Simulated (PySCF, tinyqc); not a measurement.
RKS/LDA (VWN5) in the sto-3g basis, for OH-, spin multiplicity 1, step by step. The basis has no diffuse functions, so it cannot describe the extra electron: this is an exercise in the method, not the real anion. The lowest restricted solution is unstable here: a spin-polarised one lies 0.0053 hartree lower (PySCF). Computed by tinyqc, a small Python program that keeps every step (integrals from PySCF). Settings: charge = -1, multiplicity = 1, basis = sto-3g, energy threshold = 1e-09, iteration cap = 51, orthogonalisation = canonical, start = random, DIIS depth = 0, method = RKS, functional = lda,vwn, grid = [40, 50]. Command: `OMP_NUM_THREADS=1 python tinyqc.py 20901 20902 out.jsonl` (the two numbers bound the seeds that draw the settings). One thread of a shared host (Intel(R) Xeon(R) Processor @ 2.60GHz), about 0.8 s of CPU time with the checks. Later iterations appear only in the table of the cycle.

## One-electron integrals

Geometry (angstrom):
```
atom       x       y       z
O     0.0000  0.0000  0.0000
H     0.0000  0.0000  1.7420
```

Basis sto-3g: exponents (1/bohr^2) and contraction coefficients of normalised primitives:
```
element  l (shell)  exponent  coefficient
O            s (1)  130.7093       0.1543
O            s (1)   23.8089       0.5353
O            s (1)    6.4436       0.4446
O            s (2)    5.0332      -0.1000
O            s (2)    1.1696       0.3995
O            s (2)    0.3804       0.7001
O            p (3)    5.0332       0.1559
O            p (3)    1.1696       0.6077
O            p (3)    0.3804       0.3920
H            s (1)    3.4253       0.1543
H            s (1)    0.6239       0.5353
H            s (1)    0.1689       0.4446
```

Overlap, kinetic and nuclear-attraction integrals over the contracted functions; the nuclear repulsion is the sum of Za Zb / Rab.

nuclear repulsion = 2.430205 hartree

overlap S:
```
         1O 1s   1O 2s  1O 2px  1O 2py  1O 2pz   2H 1s
1O 1s   1.0000  0.2367  0.0000  0.0000  0.0000  0.0090
1O 2s   0.2367  1.0000  0.0000  0.0000  0.0000  0.1268
1O 2px  0.0000  0.0000  1.0000  0.0000  0.0000  0.0000
1O 2py  0.0000  0.0000  0.0000  1.0000  0.0000  0.0000
1O 2pz  0.0000  0.0000  0.0000  0.0000  1.0000  0.1329
2H 1s   0.0090  0.1268  0.0000  0.0000  0.1329  1.0000
```

kinetic energy T (hartree):
```
          1O 1s    1O 2s  1O 2px  1O 2py  1O 2pz    2H 1s
1O 1s   29.0032  -0.1680  0.0000  0.0000  0.0000  -0.0025
1O 2s   -0.1680   0.8081  0.0000  0.0000  0.0000  -0.0174
1O 2px   0.0000   0.0000  2.5287  0.0000  0.0000   0.0000
1O 2py   0.0000   0.0000  0.0000  2.5287  0.0000   0.0000
1O 2pz   0.0000   0.0000  0.0000  0.0000  2.5287   0.0046
2H 1s   -0.0025  -0.0174  0.0000  0.0000  0.0046   0.7600
```

nuclear attraction V (hartree):
```
           1O 1s    1O 2s   1O 2px   1O 2py   1O 2pz    2H 1s
1O 1s   -60.9222  -7.2550   0.0000   0.0000  -0.0047  -0.2835
1O 2s    -7.2550  -9.3557   0.0000   0.0000  -0.0591  -0.7831
1O 2px    0.0000   0.0000  -9.2749   0.0000   0.0000   0.0000
1O 2py    0.0000   0.0000   0.0000  -9.2749   0.0000   0.0000
1O 2pz   -0.0047  -0.0591   0.0000   0.0000  -9.2998  -0.6921
2H 1s    -0.2835  -0.7831   0.0000   0.0000  -0.6921  -3.6535
```

core Hamiltonian H = T + V (hartree):
```
           1O 1s    1O 2s   1O 2px   1O 2py   1O 2pz    2H 1s
1O 1s   -31.9190  -7.4230   0.0000   0.0000  -0.0047  -0.2860
1O 2s    -7.4230  -8.5476   0.0000   0.0000  -0.0591  -0.8005
1O 2px    0.0000   0.0000  -6.7462   0.0000   0.0000   0.0000
1O 2py    0.0000   0.0000   0.0000  -6.7462   0.0000   0.0000
1O 2pz   -0.0047  -0.0591   0.0000   0.0000  -6.7711  -0.6875
2H 1s    -0.2860  -0.8005   0.0000   0.0000  -0.6875  -2.8935
```

## Two-electron integrals

Functions are numbered as in S; the eight-fold symmetry (ij|kl) = (ji|kl) = (kl|ij) leaves the list below.

Two-electron integrals (ij|kl) in chemists' order, unique and non-zero (hartree):
```
(11|11) 4.7851     (21|11) 0.7414     (21|21) 0.1369     (22|11) 1.1189
(22|21) 0.2566     (22|22) 0.8172     (31|31) 0.0245     (32|31) 0.0378
(32|32) 0.1805     (33|11) 1.1158     (33|21) 0.2567     (33|22) 0.8170
(33|33) 0.8802     (41|41) 0.0245     (42|41) 0.0378     (42|42) 0.1805
(43|43) 0.0474     (44|11) 1.1158     (44|21) 0.2567     (44|22) 0.8170
(44|33) 0.7853     (44|44) 0.8802     (51|51) 0.0245     (52|51) 0.0378
(52|52) 0.1805     (53|53) 0.0474     (54|54) 0.0474     (55|11) 1.1158
(55|21) 0.2567     (55|22) 0.8170     (55|33) 0.7853     (55|44) 0.7853
(55|55) 0.8802     (61|11) 0.0286     (61|21) 0.0052     (61|22) 0.0098
(61|33) 0.0098     (61|44) 0.0098     (61|51) 2.24e-04   (61|52) 4.24e-04
(61|55) 0.0098     (61|61) 2.03e-04   (62|11) 0.0894     (62|21) 0.0209
(62|22) 0.0764     (62|33) 0.0751     (62|44) 0.0751     (62|51) 0.0015
(62|52) 0.0131     (62|55) 0.0789     (62|61) 0.0008     (62|62) 0.0101
(63|31) 0.0019     (63|32) 0.0121     (63|53) 0.0026     (63|63) 0.0013
(64|41) 0.0019     (64|42) 0.0121     (64|54) 0.0026     (64|64) 0.0013
(65|11) 0.0756     (65|21) 0.0178     (65|22) 0.0698     (65|33) 0.0671
(65|44) 0.0671     (65|51) 0.0029     (65|52) 0.0223     (65|55) 0.0752
(65|61) 0.0007     (65|62) 0.0112     (65|65) 0.0136     (66|11) 0.3033
(66|21) 0.0718     (66|22) 0.3023     (66|33) 0.2948     (66|44) 0.2948
(66|51) 0.0046     (66|52) 0.0572     (66|55) 0.3173     (66|61) 0.0028
(66|62) 0.0573     (66|65) 0.0740     (66|66) 0.7746
```

## Orthogonalisation

S = U s U^T; canonical form X = U s^(-1/2), so that X^T S X = 1. Each column of U has its largest component positive (the first on a tie).

eigenvalues of S: 0.7269  0.8822  1.0000  1.0000  1.1093  1.2816

X:
```
              1        2       3        4        5       6
1O 1s   -0.6825   0.4340  0.0000   0.0000  -0.3789  0.5120
1O 2s    0.8051  -0.1918  0.0000   0.0000  -0.1956  0.5952
1O 2px   0.0000   0.0000  0.4231   0.9061   0.0000  0.0000
1O 2py   0.0000   0.0000  0.9061  -0.4231   0.0000  0.0000
1O 2pz   0.2240   0.7134  0.0000   0.0000   0.6553  0.1728
2H 1s   -0.4602  -0.6320  0.0000   0.0000   0.5388  0.3660
```

Within a degenerate level the vectors are fixed only up to a rotation; this is one choice.

## Starting guess

The start is random orthonormal orbitals; D = 2 C_occ C_occ^T.

D at the start:
```
          1O 1s    1O 2s   1O 2px   1O 2py   1O 2pz    2H 1s
1O 1s    2.0613  -0.2547   0.0104   0.1842  -0.0345  -0.1318
1O 2s   -0.2547   1.0611  -0.0451  -0.7964   0.1592   0.4956
1O 2px   0.0104  -0.0451   1.9981  -0.0328   0.0051   0.0317
1O 2py   0.1842  -0.7964  -0.0328   1.4200   0.0894   0.5600
1O 2pz  -0.0345   0.1592   0.0051   0.0894   2.0228  -0.3617
2H 1s   -0.1318   0.4956   0.0317   0.5600  -0.3617   1.5301
```

## Iteration 1: exchange-correlation on the grid

Becke grid with 40 radial and 50 angular points per atom, points of zero weight dropped. rho = sum D_ij phi_i phi_j; V_xc,ij = sum w v_xc phi_i phi_j; v_xc is d(rho eps)/d rho.

The 16 grid points with the largest w rho, of 3981 (bohr, atomic units):
```
x              y        z       w     rho   eps_xc     v_xc
-0.7986  -0.7986   0.0000  0.0599  0.4028  -0.6096  -0.7994
0.7986   -0.7986   0.0000  0.0599  0.4021  -0.6093  -0.7990
0.0000   -0.7986   0.7986  0.0596  0.4037  -0.6100  -0.8000
0.0000   -0.7986  -0.7986  0.0599  0.3998  -0.6082  -0.7975
0.0000   -0.6876   0.6876  0.0398  0.5964  -0.6890  -0.9044
-0.6876  -0.6876   0.0000  0.0399  0.5925  -0.6876  -0.9025
0.6876   -0.6876   0.0000  0.0399  0.5911  -0.6871  -0.9019
0.0000   -0.6876  -0.6876  0.0399  0.5871  -0.6856  -0.8999
-0.6521  -0.6521   0.6521  0.0558  0.4045  -0.6104  -0.8005
0.6521   -0.6521   0.6521  0.0558  0.4039  -0.6101  -0.8001
-0.7986   0.0000   0.7986  0.0596  0.3776  -0.5975  -0.7834
-0.5614  -0.5614   0.5614  0.0373  0.5960  -0.6888  -0.9042
-0.6521  -0.6521  -0.6521  0.0559  0.3968  -0.6068  -0.7957
0.5614   -0.5614   0.5614  0.0373  0.5945  -0.6883  -0.9035
0.6521   -0.6521  -0.6521  0.0559  0.3936  -0.6052  -0.7937
-0.6876   0.0000   0.6876  0.0398  0.5525  -0.6727  -0.8829
```

electrons on the grid, sum of w rho = 10.0008

E_xc = sum of w rho eps_xc = -8.900121 hartree

V_xc (hartree):
```
          1O 1s    1O 2s   1O 2px   1O 2py   1O 2pz    2H 1s
1O 1s   -2.9189  -0.4204   0.0004   0.0075  -0.0015  -0.0164
1O 2s   -0.4204  -0.7854   0.0032   0.0556  -0.0134  -0.0692
1O 2px   0.0004   0.0032  -0.7905   0.0018  -0.0004   0.0002
1O 2py   0.0075   0.0556   0.0018  -0.7589  -0.0064   0.0029
1O 2pz  -0.0015  -0.0134  -0.0004  -0.0064  -0.7934  -0.0655
2H 1s   -0.0164  -0.0692   0.0002   0.0029  -0.0655  -0.4704
```

## Iteration 1: building the Kohn-Sham matrix

J_ij = sum D_kl (ij|kl); F = H + J + V_xc; E = tr D H + tr D J / 2 + E_xc + E_nn.

Coulomb J (hartree):
```
          1O 1s    1O 2s   1O 2px   1O 2py  1O 2pz    2H 1s
1O 1s   17.2346   3.2436  -0.0028  -0.0491  0.0167   0.1246
1O 2s    3.2436   7.9735  -0.0147  -0.2600  0.1391   0.7643
1O 2px  -0.0028  -0.0147   7.9728  -0.0031  0.0006  -0.0009
1O 2py  -0.0491  -0.2600  -0.0031   7.9179  0.0114  -0.0167
1O 2pz   0.0167   0.1391   0.0006   0.0114  8.0075   0.7235
2H 1s    0.1246   0.7643  -0.0009  -0.0167  0.7235   3.7645
```

Kohn-Sham matrix F (hartree):
```
           1O 1s    1O 2s   1O 2px   1O 2py   1O 2pz    2H 1s
1O 1s   -17.6033  -4.5998  -0.0024  -0.0415   0.0106  -0.1777
1O 2s    -4.5998  -1.3595  -0.0116  -0.2044   0.0665  -0.1054
1O 2px   -0.0024  -0.0116   0.4361  -0.0013   0.0003  -0.0008
1O 2py   -0.0415  -0.2044  -0.0013   0.4129   0.0050  -0.0138
1O 2pz    0.0106   0.0665   0.0003   0.0050   0.4430  -0.0295
2H 1s    -0.1777  -0.1054  -0.0008  -0.0138  -0.0295   0.4006
```

total energy of this density = -72.929427 hartree

## Iteration 1: diagonalisation and new density

Diagonalise F' = X^T F X, C = X C', fill 5 alpha and 5 beta electrons from the bottom; D = 2 C_occ C_occ^T. Each column has its largest component positive (the first on a tie).

F' = X^T F X (hartree):
```
         1        2        3        4        5        6
1  -3.9250   3.4500  -0.1197   0.0479  -3.5720   5.5240
2   3.4500  -2.1275   0.0311  -0.0125   2.8677  -4.4287
3  -0.1197   0.0311   0.4160   0.0081   0.0479  -0.1368
4   0.0479  -0.0125   0.0081   0.4330  -0.0192   0.0547
5  -3.5720   2.8677   0.0479  -0.0192  -2.9029   5.1669
6   5.5240  -4.4287  -0.1368   0.0547   5.1669  -7.9347
```

orbital energies (hartree): MO1 -17.6149, MO2 -0.2366, MO3 0.3471, MO4 0.4362, MO5 0.4660, MO6 0.5611

coefficients C:
```
            MO1      MO2      MO3      MO4      MO5      MO6
1O 1s    0.9934  -0.2556   0.0067   0.0000   0.0600  -0.0640
1O 2s    0.0266   0.9719  -0.0519   0.0000  -0.2304   0.2763
1O 2px   0.0001   0.0165  -0.0029   0.9984   0.0518  -0.0155
1O 2py   0.0026   0.2914  -0.0510  -0.0566   0.9136  -0.2731
1O 2pz  -0.0004  -0.0934   0.6064   0.0000   0.2872   0.7479
2H 1s   -0.0021   0.0512   0.7212   0.0000  -0.1830  -0.6922
```

D after iteration 1:
```
          1O 1s    1O 2s   1O 2px   1O 2py   1O 2pz    2H 1s
1O 1s    2.1116  -0.4722  -0.0020  -0.0349   0.0895  -0.0425
1O 2s   -0.4722   2.0022   0.0085   0.1509  -0.3769   0.1090
1O 2px  -0.0020   0.0085   1.9995  -0.0085   0.0231  -0.0214
1O 2py  -0.0349   0.1509  -0.0085   1.8508   0.4085  -0.3781
1O 2pz   0.0895  -0.3769   0.0231   0.4085   0.9179   0.7600
2H 1s   -0.0425   0.1090  -0.0214  -0.3781   0.7600   1.1126
```

## Iteration 2: exchange-correlation on the grid

As before.

The 16 grid points with the largest w rho, of 3981 (bohr, atomic units):
```
x              y        z       w     rho   eps_xc     v_xc
-0.7986   0.7986   0.0000  0.0599  0.4022  -0.6093  -0.7990
0.7986    0.7986   0.0000  0.0599  0.4015  -0.6090  -0.7986
-0.6876   0.6876   0.0000  0.0399  0.5920  -0.6874  -0.9023
0.6876    0.6876   0.0000  0.0399  0.5911  -0.6871  -0.9018
0.0000   -0.7986  -0.7986  0.0599  0.3920  -0.6045  -0.7926
0.0000   -0.6876  -0.6876  0.0399  0.5773  -0.6820  -0.8952
0.7986   -0.7986   0.0000  0.0599  0.3721  -0.5948  -0.7798
-0.6521  -0.6521  -0.6521  0.0559  0.3980  -0.6073  -0.7964
0.6521   -0.6521  -0.6521  0.0559  0.3967  -0.6067  -0.7956
-0.7986  -0.7986   0.0000  0.0599  0.3678  -0.5926  -0.7769
-0.5614  -0.5614  -0.5614  0.0373  0.5859  -0.6852  -0.8994
0.6876   -0.6876   0.0000  0.0399  0.5464  -0.6704  -0.8798
0.5614   -0.5614  -0.5614  0.0373  0.5840  -0.6845  -0.8984
-0.7986   0.0000  -0.7986  0.0599  0.3617  -0.5895  -0.7729
-0.9218   0.9218   0.0000  0.0884  0.2445  -0.5220  -0.6838
0.9218    0.9218   0.0000  0.0884  0.2440  -0.5217  -0.6834
```

electrons on the grid, sum of w rho = 10.0007

E_xc = sum of w rho eps_xc = -8.958241 hartree

V_xc (hartree):
```
          1O 1s    1O 2s   1O 2px   1O 2py   1O 2pz    2H 1s
1O 1s   -2.9241  -0.4202  -0.0001  -0.0013   0.0034  -0.0163
1O 2s   -0.4202  -0.7973  -0.0005  -0.0092   0.0196  -0.0677
1O 2px  -0.0001  -0.0005  -0.8083   0.0004  -0.0010  -0.0001
1O 2py  -0.0013  -0.0092   0.0004  -0.8017  -0.0172  -0.0012
1O 2pz   0.0034   0.0196  -0.0010  -0.0172  -0.7678  -0.0611
2H 1s   -0.0163  -0.0677  -0.0001  -0.0012  -0.0611  -0.4356
```

## Iteration 2: building the Kohn-Sham matrix

As before.

Coulomb J (hartree):
```
          1O 1s    1O 2s   1O 2px   1O 2py   1O 2pz   2H 1s
1O 1s   17.4340   3.2850   0.0005   0.0082  -0.0142  0.1258
1O 2s    3.2850   8.1106   0.0024   0.0427  -0.0290  0.7568
1O 2px   0.0005   0.0024   8.1290  -0.0008   0.0021  0.0003
1O 2py   0.0082   0.0427  -0.0008   8.1149   0.0368  0.0047
1O 2pz  -0.0142  -0.0290   0.0021   0.0368   8.0647  0.6990
2H 1s    0.1258   0.7568   0.0003   0.0047   0.6990  3.5485
```

Kohn-Sham matrix F (hartree):
```
           1O 1s    1O 2s   1O 2px   1O 2py   1O 2pz    2H 1s
1O 1s   -17.4091  -4.5581   0.0004   0.0069  -0.0155  -0.1764
1O 2s    -4.5581  -1.2343   0.0019   0.0335  -0.0686  -0.1114
1O 2px    0.0004   0.0019   0.5746  -0.0004   0.0011   0.0002
1O 2py    0.0069   0.0335  -0.0004   0.5671   0.0196   0.0035
1O 2pz   -0.0155  -0.0686   0.0011   0.0196   0.5258  -0.0496
2H 1s    -0.1764  -0.1114   0.0002   0.0035  -0.0496   0.2194
```

total energy of this density = -73.666512 hartree

## Iteration 2: diagonalisation and new density

As before.

F' = X^T F X (hartree):
```
         1        2       3        4        5        6
1  -3.8647   3.3044  0.0233  -0.0093  -3.5428   5.5126
2   3.3044  -2.0867  0.0078  -0.0031   2.9770  -4.4060
3   0.0233   0.0078  0.5681   0.0026   0.0051   0.0261
4  -0.0093  -0.0031  0.0026   0.5735  -0.0021  -0.0105
5  -3.5428   2.9770  0.0051  -0.0021  -2.8470   5.0115
6   5.5126  -4.4060  0.0261  -0.0105   5.0115  -7.8729
```

orbital energies (hartree): MO1 -17.4209, MO2 -0.0667, MO3 0.2431, MO4 0.5528, MO5 0.5746, MO6 0.5873

coefficients C:
```
            MO1      MO2      MO3      MO4      MO5      MO6
1O 1s    0.9933  -0.2553   0.0878  -0.0179   0.0000  -0.0021
1O 2s    0.0270   0.9662  -0.3726   0.0629   0.0000   0.0166
1O 2px   0.0000  -0.0030   0.0009   0.0412   0.9984   0.0386
1O 2py  -0.0004  -0.0531   0.0155   0.7283  -0.0566   0.6807
1O 2pz   0.0013   0.1212   0.1846  -0.6697  -0.0001   0.7218
2H 1s   -0.0023   0.2087   0.9357   0.2303   0.0000  -0.2514
```

D after iteration 2:
```
          1O 1s    1O 2s   1O 2px   1O 2py   1O 2pz    2H 1s
1O 1s    2.1197  -0.5075   0.0002   0.0029  -0.0030   0.0449
1O 2s   -0.5075   2.1543  -0.0013  -0.0226   0.0124  -0.2651
1O 2px   0.0002  -0.0013   1.9970  -0.0525  -0.0557   0.0194
1O 2py   0.0029  -0.0226  -0.0525   1.0734  -0.9826   0.3422
1O 2pz  -0.0030   0.0124  -0.0557  -0.9826   0.9945   0.0876
2H 1s    0.0449  -0.2651   0.0194   0.3422   0.0876   1.9445
```

## Convergence

Stop when the energy changes by less than 1e-09 hartree and every element of the error matrix X^T (F D S - S D F) X is below 9e-06.

Course of the cycle:
```
iteration  E (hartree)     change  largest element of the error matrix
1           -72.929427          -                             6.18e-01
2           -73.666512  -7.37e-01                             1.92e-01
3           -73.517888   1.49e-01                             1.60e-01
4           -72.898555   6.19e-01                             5.26e-01
5           -73.459118  -5.61e-01                             1.86e-01
6           -72.836297   6.23e-01                             4.70e-01
7           -73.466957  -6.31e-01                             2.20e-01
8           -72.831977   6.35e-01                             4.64e-01
9           -73.467232  -6.35e-01                             2.22e-01
10          -72.831703   6.36e-01                             4.64e-01
11          -73.467248  -6.36e-01                             2.22e-01
12          -72.831684   6.36e-01                             4.64e-01
13          -73.467249  -6.36e-01                             2.22e-01
14          -72.831683   6.36e-01                             4.64e-01
...                ...        ...                                  ...
38          -72.831683   6.36e-01                             4.64e-01
39          -73.467250  -6.36e-01                             2.22e-01
40          -72.831683   6.36e-01                             4.64e-01
41          -73.467250  -6.36e-01                             2.22e-01
42          -72.831683   6.36e-01                             4.64e-01
43          -73.467250  -6.36e-01                             2.22e-01
44          -72.831683   6.36e-01                             4.64e-01
45          -73.467250  -6.36e-01                             2.22e-01
46          -72.831683   6.36e-01                             4.64e-01
47          -73.467250  -6.36e-01                             2.22e-01
48          -72.831683   6.36e-01                             4.64e-01
49          -73.467250  -6.36e-01                             2.22e-01
50          -72.831683   6.36e-01                             4.64e-01
51          -73.467250  -6.36e-01                             2.22e-01
```

PySCF RKS in the same basis, fine grid = -73.743123 hartree

Not converged within the cap of 51 iterations: the residual has stopped falling: the iteration swings between two states. Reruns (cap 100 unless said): DIIS 8: converged in 59; damping 0.5: not converged; level shift 0.5: converged in 57; atomic densities as start, DIIS 8: converged in 13; the original settings with a cap of 400: not converged.
